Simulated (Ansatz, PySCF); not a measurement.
Species: PH$_{2}$ (charge 0, doublet). SMILES: [PH2]
Geometry: optimised at B3LYP-D3(BJ)/def2-TZVP (Ansatz, a first-principles code).


Wanted: enthalpy of formation at 298 K (from the atomisation energy, B3LYP-D3(BJ)/def2-TZVP harmonic zero-point and thermal terms from PySCF, and the atoms' enthalpies of formation in the G2/97 table; no spin-orbit terms, and no core term in the frozen-core levels), in kcal/mol. Cores are frozen in the correlated levels unless marked. UHF or UKS for open shells. Spin-orbit coupling is left out. Non-relativistic. The coupled-cluster limit lacks core correlation, which all-electron functionals hold. CBS(X,Y): correlation extrapolated as X^-3; Hartree-Fock from the larger set (for Q and 5 zeta extrapolated as (X+1)exp(-9√X)).

```json
[
 {"level": "HF-D3(BJ)/def2-TZVPD", "program": "PySCF + dftd3", "enthalpy of formation at 298 K (kcal/mol)": "71.1", "minus last row": "39.0"},
 {"level": "r2SCAN0-D4/def2-TZVPD", "program": "Ansatz + dftd4", "enthalpy of formation at 298 K (kcal/mol)": "32.1", "minus last row": "0.0"},
 {"level": "wB97M-V/def2-TZVPD", "program": "Ansatz", "enthalpy of formation at 298 K (kcal/mol)": "28.9", "minus last row": "-3.2"},
 {"level": "SCS-MP2/cc-pV(D+d)Z", "program": "Ansatz", "enthalpy of formation at 298 K (kcal/mol)": "48.8", "minus last row": "16.7"},
 {"level": "CCSD(T)/6-31G*", "program": "Ansatz", "enthalpy of formation at 298 K (kcal/mol)": "59.8", "minus last row": "27.7"},
 {"level": "CCSD(T)/cc-pV(5+d)Z", "program": "Ansatz", "enthalpy of formation at 298 K (kcal/mol)": "32.9", "minus last row": "0.8"},
 {"level": "CCSD(T)/CBS(cc-pV(Q+d)Z,cc-pV(5+d)Z)", "program": "Ansatz", "enthalpy of formation at 298 K (kcal/mol)": "32.1", "minus last row": "0.0"}
]
```
